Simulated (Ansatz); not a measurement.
**Worked example: H2Si–Si, triplet against H2Si–Si, singlet**

Geometry (PBE0/def2-TZVP stationary point of a singlet), kept for both states (H2Si–Si, singlet: A1; H2Si–Si, triplet: A2):

```yaml
atoms:
  - { symbol: Si, position_ang: [0.0000, 0.0000, 1.0300] }
  - { symbol: Si, position_ang: [0.0000, 0.0000, -1.1633] }
  - { symbol: H, position_ang: [0.0000, 1.2361, 1.8580] }
  - { symbol: H, position_ang: [0.0000, -1.2361, 1.8580] }
```

Basis cc-pVDZ; Ansatz 0.2.0. Correlated methods freeze the noble-gas cores. R marks a restricted (for open shells ROHF) determinant, U an unrestricted one.

Full CI isn't at hand for all of this; RCCSDTQ serves as the reference, and is uncertain by about the last step of the cluster series. The frozen core follows each run's orbitals, which can shift R against U totals by a few meV.

Unrestricted rows (U, and Kohn–Sham where it breaks symmetry) aren't spin-pure: their determinants' ⟨S²⟩ exceeds S(S+1) by up to 0.74, so they mix in states of higher spin.

```json
{"level": "UHF", "E(H2Si–Si, singlet) (hartree)": "-578.924988", "E(H2Si–Si, triplet) (hartree)": "-578.929639"}
{"level": "RCCSD(T)", "E(H2Si–Si, singlet) (hartree)": "-579.139924", "E(H2Si–Si, triplet) (hartree)": "-579.122175"}
{"level": "PBE", "E(H2Si–Si, singlet) (hartree)": "-579.775712", "E(H2Si–Si, triplet) (hartree)": "-579.761830"}
{"level": "wB97M-V", "E(H2Si–Si, singlet) (hartree)": "-580.028947", "E(H2Si–Si, triplet) (hartree)": "-580.012228"}
{"level": "RCCSDTQ", "E(H2Si–Si, singlet) (hartree)": "-579.142112", "E(H2Si–Si, triplet) (hartree)": "-579.123937"}
```

Task: Give the vertical gap, H2Si–Si triplet less H2Si–Si singlet, at each level in eV (1 hartree = 27.2114 eV), and each error against RCCSDTQ.

Result: RCCSDTQ: (-579.123937 − (-579.142112)) × 27.2114 = 0.495 eV (the reference)
wB97M-V: (-580.012228 − (-580.028947)) × 27.2114 = 0.455 eV, error -0.040 eV
PBE: (-579.761830 − (-579.775712)) × 27.2114 = 0.378 eV, error -0.117 eV
RCCSD(T): (-579.122175 − (-579.139924)) × 27.2114 = 0.483 eV, error -0.012 eV
UHF: (-578.929639 − (-578.924988)) × 27.2114 = -0.127 eV, error -0.622 eV

Total energies of functionals can't be set beside those of wave-function methods, since they hold the core's correlation and their own absolute errors; only the differences compare.

In so small a basis the reference is far from its limit while semilocal and hybrid functionals are nearer theirs, so the functionals' errors here hold much of the reference's basis and frozen-core error, which can add to them or hide them.

Each level lands on the state that its own search finds. T1 diagnostics of restricted CCSD: 0.020 and 0.020.
